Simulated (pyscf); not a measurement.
Optimised with ωB97X-D3(BJ)/def2-SVP in PySCF. MP2 and CC: frozen core, UHF for open shells. ΔMP2 is the change of the MP2 total energy from the triple- to the quadruple-zeta basis.

### Question
HO–PH–OH + silylene (SiH₂) [singlet] -> HO–PH–O–SiH₃
Surface: singlet. Broken: H–O. Formed: O–Si, H–Si. Give ΔE‡ and ΔE from CCSD(T)/def2-TZVPP + ΔMP2(QZVPP), relative to the separated reactants.

### Answer
ΔE‡ = 0.22 eV, ΔE = -3.39 eV. Zero-point energy shifts the barrier by -0.01 eV. It is an insertion, with an imaginary mode of 1569i cm⁻¹. On the reactant side the descent ends in an adduct with a O–Si contact, 0.80 eV under the separated species and 0.86 eV under the saddle at ωB97X-D3(BJ)/def2-TZVP. What is counted as formed (O–Si) is already present as a longer contact in the reactant adduct; forming that adduct is a step of its own. At ωB97X-D3(BJ) the barrier from the zero used here is 0.06 eV. HO–PH–O–SiH₃ lies 0.70 eV over its isomer HO–SiH₂–O–PH₂, and others may lie lower still (electronic energy, ωB97M-D3(BJ)). This is the saddle that the search found; another between the same sides may lie lower. The CCSD(T) − MP2 part came from Ansatz, without density fitting, on the same reference.
